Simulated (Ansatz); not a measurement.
A made-up structure of CH5AlN (charge -1), singlet:

C1  (-0.687, 0.709, -0.337)
Al2  (0.601, -0.285, 0.034)
N3  (0.068, -1.416, 1.081)
H4  (-0.333, 1.718, 0.005)
H5  (-1.702, 0.430, 0.198)
H6  (-0.788, 0.585, -1.449)
H7  (2.108, 0.175, -0.795)
H8  (0.733, -1.914, 1.263)
(Å)

It is relaxed with PBE-D4/def2-SVPD and then PBE0-D4/def2-TZVPD (Ansatz 0.2.0). Atoms count as bonded within 1.22 times the sum of their covalent radii (H–H: 0.88 Å). The end point is not checked to be a true minimum.

**Question.** Does its bonding change? (Judge from chemistry; the calculation decides.)

**Answer.** Computed: No: no bond forms or breaks.

Where it ends: The first stage lowers the energy by 3.20 eV in 8 steps. It ends as CH₅AlN ([CH3][AlH][NH]), total charge -1:
C1  (-0.793, 0.894, -0.448)
Al2  (0.638, -0.388, 0.103)
N3  (0.301, -1.671, 1.208)
H4  (-0.532, 1.928, -0.189)
H5  (-1.746, 0.655, 0.036)
H6  (-0.953, 0.879, -1.535)
H7  (2.046, 0.021, -0.655)
H8  (1.038, -2.317, 1.480)
(Å)

Labels in which every atom is bracketed show which atoms are joined, not bond orders.

For scale, one of the runs: PBE0-D4/def2-TZVPD relaxation, 162 basis functions, launched by `ansatz run in.yaml --threads 2 --pin off --events-out ev --progress --plain --max-ram 4352MiB`. Hardware: 2 CPU threads of an Intel Xeon Platinum 8259CL, shared host. Wall time about 23 s.
